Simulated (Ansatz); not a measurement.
Geometry optimisation, Ansatz, RKS PBE/def2-SVP.

The input (input.yaml):

```yaml
crystal:
  periodic: [false, false, false]
  atoms:
    - { symbol: B, position_ang: [0.0, 0.0, 0.0] }
    - { symbol: H, position_ang: [0.0, 0.0, 1.54] }
    - { symbol: H, position_ang: [1.0305, 0.0, -0.595] }
    - { symbol: H, position_ang: [-1.0305, 0.0, -0.595] }
    - { symbol: S, position_ang: [0.0915, -2.0763, 0.6906] }
    - { symbol: H, position_ang: [-0.666, -2.8867, -0.1635] }
    - { symbol: H, position_ang: [0.0385, -0.8742, 1.6662] }
basis:
  gaussian: { orbitals: def2-SVP }
hamiltonian:
  xc: pbe
relax:
  f_tol: 0.15
  max_steps: 25
  restrain:
    - { distance: [0, 4], at: 3.09, k: 30.0 }
    - { distance: [6, 1], at: 1.86, k: 30.0 }
    - { distance: [0, 1], at: 1.19, k: 30.0 }
    - { distance: [6, 4], at: 1.4, k: 30.0 }
```

Command:

```bash
$ ansatz run input.yaml --threads 1 --pin off --max-ram 2048MiB --backend cpu --events-out ev --progress --plain --runs-dir out
```

Problem. Where does it end, and by what steps?

Solution. It converged. The restraints hold the end off the free minimum; the threshold counts their pulls, which the force column leaves out. Restrained pairs: B1–S5 (2.19 → 3.08 Å), H2–H7 (0.88 → 1.87 Å), B1–H2 (1.54 → 1.20 Å), S5–H7 (1.55 → 1.39 Å). After 6 steps the energy has fallen by 2.020 eV (the restraints' own energy left out); H7 moved furthest, 0.68 Å.

| step | energy less start (eV) | largest force component (eV/Å) | accepted |
| --- | --- | --- | --- |
| 0 | 0.0000 | 2.984 | yes |
| 1 | -0.3406 | 2.228 | yes |
| 2 | -0.8693 | 2.302 | yes |
| 3 | -1.4787 | 1.930 | yes |
| 4 | -1.8451 | 0.964 | yes |
| 5 | -1.9863 | 0.594 | yes |
| 6 | -2.0201 | 0.627 | yes |

```xyz
7
Properties=species:S:1:pos:R:3
B 0.037 0.287 0.008
H -0.069 0.366 1.205
H 1.121 0.448 -0.511
H -0.961 0.109 -0.659
S 0.333 -2.672 0.806
H -0.911 -2.887 0.293
H -0.086 -1.490 1.401
```

Time of the run: 4.1 s on 1 thread of Intel(R) Xeon(R) 6975P-C (Granite Rapids) (shared host), peak memory 0.13 GiB.
